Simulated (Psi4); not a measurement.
Reaction (SMILES): C#N (CH-N) + 3 [H][H] (H2) → C (CH4) + N (NH3)
B3LYP-D3(BJ)/def2-TZVP geometries, fixed; electronic energies without zero-point terms.
Largest species:
```
C
H 1 1.0892
H 1 1.0892 2 109.47
H 1 1.0892 2 109.47 3 120.00
H 1 1.0892 2 109.47 3 -120.00
```

How fast the energy of full hydrogenation converges with the basis for several methods (Psi4): deviation from each method's own reference, in kcal/mol. References: B3LYP -77.90 kcal/mol, the value in aug-cc-pVQZ; HF -78.00 kcal/mol, the value in aug-cc-pVQZ; MP2 -76.00 kcal/mol, Hartree-Fock in aug-cc-pVQZ plus the correlation part extrapolated as X^-3 from aug-cc-pVTZ and aug-cc-pVQZ; PBE -82.15 kcal/mol, the value in aug-cc-pVQZ. Cartesian d functions, on some or all atoms, in 6-31+G*; all else is spherical. Density fitting with the program's default auxiliary sets. In correlated methods cores are frozen. Psi4's default fitting sets serve the pcseg sets less well. No added dispersion term, no relativity. 

| basis | functions | B3LYP | HF | MP2 | PBE |
|---|---|---|---|---|---|
| STO-3G | 11 | -3.02 | … | 33.07 | 2.78 |
| def2-SV(P) | 30 | 9.32 | … | 21.16 | 11.04 |
| 6-31+G* | 40 | 0.86 | … | 11.88 | 1.59 |
| 6-311G** | 42 | 3.21 | … | 8.10 | 3.73 |
| aug-pcseg-1 | 59 | -1.16 | … | 1.67 | -0.79 |
| def2-TZVP | 68 | 2.58 | … | 6.61 | 2.85 |
| aug-cc-pVQZ | 264 | 0.00 | … | 0.16 | 0.00 |
| aug-pcseg-3 | 281 | 0.01 | … | -0.10 | 0.11 |

Question: What belongs in the gaps?

Answer: 
- STO-3G, HF: -19.92
- def2-SV(P), HF: 5.51
- 6-31+G*, HF: -1.53
- 6-311G**, HF: 0.95
- aug-pcseg-1, HF: -0.98
- def2-TZVP, HF: 1.72
- aug-cc-pVQZ, HF: 0.00
- aug-pcseg-3, HF: -0.09

Mean absolute deviation over 6-311G**, def2-TZVP: HF 1.34, B3LYP 2.89, PBE 3.29, MP2 7.35 kcal/mol.
